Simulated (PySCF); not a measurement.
**Isomerisation enthalpies of C4H6O**

**What was measured.**

From CRC Handbook of Chemistry and Physics, for the gas at 298.15 K: enthalpy of formation of `C/C=C/C=O` ((E)-crotonaldehyde) -100.6 kJ/mol; enthalpy of formation of `C=COC=C` (vinyl ether) -13.6 kJ/mol.

The runs below try to reproduce these values; the comparison stands at the end.

Differences of these values give the isomerisation enthalpies. Geometries: GFN2-xTB; runs in PySCF, gas phase, with a dispersion term only where the level names one. Total electronic energies (Eh):

| SMILES | PBE0/pcSseg-1 |
| --- | --- |
| C/C=C/C=O | -230.93488 |
| C=COC=C | -230.89689 |

Geometry of `C/C=C/C=O` (Å):
```
atom  x, y, z in Å
C1    -1.754    0.024    0.045
C2    -0.334   -0.366   -0.134
C3     0.713    0.414    0.138
C4     2.087   -0.026   -0.057
O5     3.069    0.635    0.172
H6    -1.841    1.037    0.429
H7    -2.245   -0.663    0.733
H8    -2.282   -0.043   -0.907
H9    -0.164   -1.366   -0.516
H10    0.583    1.417    0.521
H11    2.175   -1.059   -0.452
```

Geometry of `C=COC=C` (Å):
```
atom  x, y, z in Å
C1    -2.3510   -0.2190    0.0578
C2    -1.0692   -0.4649    0.2767
O3    -0.0891    0.3236   -0.2276
C4     1.2004    0.0056    0.0424
C5     2.2098    0.7260   -0.4195
H6    -3.1091   -0.8572    0.4686
H7    -2.6643    0.6218   -0.5337
H8    -0.7365   -1.3115    0.8720
H9     1.3520   -0.8760    0.6601
H10    3.2239    0.4617   -0.1913
H11    2.0387    1.5925   -1.0316
```

Zero-point and thermal terms are left out, so the computed numbers are electronic energies.

## Comparison

Relative to `C/C=C/C=O`, the lowest by measurement, in kJ/mol (measured: enthalpies at 298.15 K; computed: electronic energies):

```csv
SMILES,measured,PBE0/pcSseg-1
C/C=C/C=O,0.0,0.0
C=COC=C,87.0,99.7
```

Measured values: -100.6 kJ/mol (298.15 K; CRC Handbook of Chemistry and Physics) for the first row; the others come from the same table. Unsigned miss: PBE0/pcSseg-1 12.7 kJ/mol. One conformer stands for `C/C=C/C=O` and `C=COC=C`, not necessarily the lowest, while the measurement averages over conformers. Where a level misses, the cause wasn't examined.
